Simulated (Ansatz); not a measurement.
# Structure relaxation of SiNi2

Theory: DFT r2SCAN, scalar-relativistic, plane waves, PAW in Ansatz. Cutoff 500 eV, Γ-centred k mesh, Gaussian smearing, no spin polarisation in the final step.

SiNi2 was placed on the AlB2 structure type (P6/mmm, No. 191), with Si in place of Al, Ni in place of B, at a guessed volume.

```xyz
3
Lattice="3.2179 0.0000 0.0000 -1.6090 2.7868 0.0000 0.0000 0.0000 3.4745" Properties=species:S:1:pos:R:3 pbc="T T T"
Si    0.0000    0.0000    0.0000
Ni    0.0000    1.8579    1.7373
Ni    1.6090    0.9289    1.7373
```

Cell and atoms relax at zero pressure; the relaxation can't lower the symmetry of the start. After a coarse first stage the cell is made exact in the group found at 0.06 Å.

Energies over the elements count from the elements' standard structures at the same level, with no empirical corrections.

**Question.** Describe the relaxed structure.

**Answer.** It keeps P6/mmm (No. 191), but not the shape of the type it started on. Conventional cell: a = 3.917 Å, c = 2.446 Å. Si is coordinated by 2 Si at 2.45 Å and 12 Ni at 2.57 Å; around Ni lie 3 Ni at 2.26 Å, 2 Ni at 2.45 Å and 6 Si at 2.57 Å.

```cif
data_structure
_symmetry_space_group_name_H-M 'P6/mmm'
_symmetry_Int_Tables_number 191
_cell_length_a 3.9173
_cell_length_b 3.9173
_cell_length_c 2.4455
_cell_angle_alpha 90.000
_cell_angle_beta 90.000
_cell_angle_gamma 120.000
_cell_volume 32.50
loop_
_atom_site_label
_atom_site_type_symbol
_atom_site_symmetry_multiplicity
_atom_site_Wyckoff_symbol
_atom_site_fract_x
_atom_site_fract_y
_atom_site_fract_z
_atom_site_occupancy
Si1 Si 1 a 0.00000 0.00000 0.00000 1
Ni1 Ni 2 d 0.33333 0.66667 0.50000 1
```

**Question.** What are its volume, energy, density and gap?

**Answer.** The volume per atom is 10.83 Å³ and the density is 7.43 g/cm³. The energy over the elements is -0.06 eV/atom and the gap on the 12×12×18 mesh is 0 eV (a metal).

The final run used a 12×12×18 mesh on its 3-atom cell and 0.10 eV smearing. For metals, differences of a few meV/atom aren't resolved. Symmetry constrained the relaxation, so the result can be a saddle point. The steps took roughly 2.7 core-minutes in all.